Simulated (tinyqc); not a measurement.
Worked calculation: Hueckel theory of the pi electrons, for the molecule c1cc[nH]c1 (SMILES; centres numbered as the heavy atoms are written). One step of it, computed by the program tinyqc.

Task: Orbitals. Diagonalise; E = alpha + x beta with beta < 0, so the largest x are filled first; degenerate levels share their electrons. P = sum n_i c_ri c_si; each orbital has its largest coefficient positive (the first on a tie).

Hueckel matrix in units of beta (H = alpha + beta A), lower triangle:
```
          1C        2C        3C        4N        5C
1C  0.000000
2C  1.000000  0.000000
3C  0.000000  1.000000  0.000000
4N  0.000000  0.000000  0.780000  1.550000
5C  1.000000  0.000000  0.000000  0.780000  0.000000
```

pi electrons, sum of z_r less the charge = 6

Give: x values; occupations; coefficients; charge and bond-order matrix P.

Result:

x values: 2.3249  1.2092  0.6180  -0.9842  -1.6180

occupations: 2.0000  2.0000  2.0000  0.0000  0.0000

coefficients:
```
       MO1      MO2      MO3      MO4      MO5
1C  0.2814   0.5769  -0.3717  -0.2966   0.6015
2C  0.2814   0.5769   0.3717  -0.2966  -0.6015
3C  0.3729   0.1207   0.6015   0.5885   0.3717
4N  0.7507  -0.5525   0.0000  -0.3623   0.0000
5C  0.3729   0.1207  -0.6015   0.5885  -0.3717
```

charge and bond-order matrix P, lower triangle:
```
         1C       2C       3C      4N      5C
1C   1.1004
2C   0.5476   1.1004
3C  -0.0981   0.7964   1.0308
4N  -0.2149  -0.2149   0.4265  1.7375
5C   0.7964  -0.0981  -0.4164  0.4265  1.0308
```
